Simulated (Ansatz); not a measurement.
# BH2+ (singlet): from Hartree-Fock to the top rungs at distance B1–H2 = 1.070 Å, aug-cc-pVTZ

The task here is to estimate one member of a computed series from the others.

Program: Ansatz 0.2.0, Gaussian basis. Level of theory: aug-cc-pVTZ, core rule «outside noble gas», up to 1 orbitals frozen. These are calculated values, not measurements.

The runs, in order: UHF; CCSD(T) on RHF; BCCD(T) on RHF; CCSDT(Q) on RHF; CASSCF and NEVPT2, 4 electrons in 6 orbitals; Full CI.

18 further runs of the same task are left out: 11 that didn't finish, 7 set aside as unsound or not needed.

## The system

The geometry derives from a PBE0/def2-TZVP stationary point (not a proven minimum). One bond is set to the value named and the two fragments are kept rigid.

3 atoms, charge 1, spin multiplicity 1.

Atoms are counted from 1 here; the program's logs count them from 0.

Bond lengths: B1–H2 1.070 Å, B1–H3 1.179 Å. Angles: H2–B1–H3 180.0°.

Geometry (Å):

```xyz
3
charge 1, multiplicity 1
B     0.0000    0.0000   -0.0364
H     0.0000    0.0000   -1.1064
H     0.0000    0.0000    1.1428
```

Set-up of the first run:

in.yaml

```yaml
crystal:
  periodic: [false, false, false]
  atoms:
    - {symbol: B, position_ang: [0.000000, 0.000000, -0.036394]}
    - {symbol: H, position_ang: [0.000000, 0.000000, -1.106394]}
    - {symbol: H, position_ang: [0.000000, 0.000000, 1.142787]}
basis:
  gaussian: {orbitals: aug-cc-pVTZ}
total_charge: 1
magnetization: {spin_polarized: true, initial_magnetization: 0}
hamiltonian: {xc: hf}
output: {orbitals: {seedname: orbitals}}
```

The run is started by

```console
$ ansatz run in.yaml --threads 1 --pin off --events-out ev --progress --plain --max-ram 2393MiB
```

Among the steps run: UHF; CCSD(T) on RHF; BCCD(T) on RHF; CCSDT(Q) on RHF; CASSCF and NEVPT2, 4 electrons in 6 orbitals; Full CI.

One table of the session follows, with a row left open; its other results are not shown here.

| method | from FCI (meV) |
| --- | --- |
| RHF | +2349.0 |
| RMP2 | +476.4 |
| RCCSD | +31.0 |
| RCCSD(T) | +6.6 |
| BCCD(T) | +6.6 |
| RCCSDT | ? |
| RCCSDT(Q) | +0.1 |
| CASSCF valence | +1124.1 |
| NEVPT2 valence | +384.9 |
| FCI | 0 |

Estimate the missing values for RCCSDT.

**Answer.** from FCI (meV): +0.5. In the column «from FCI (meV)» it lies between RCCSDT(Q) (+0.1) and RCCSD(T) (+6.6).
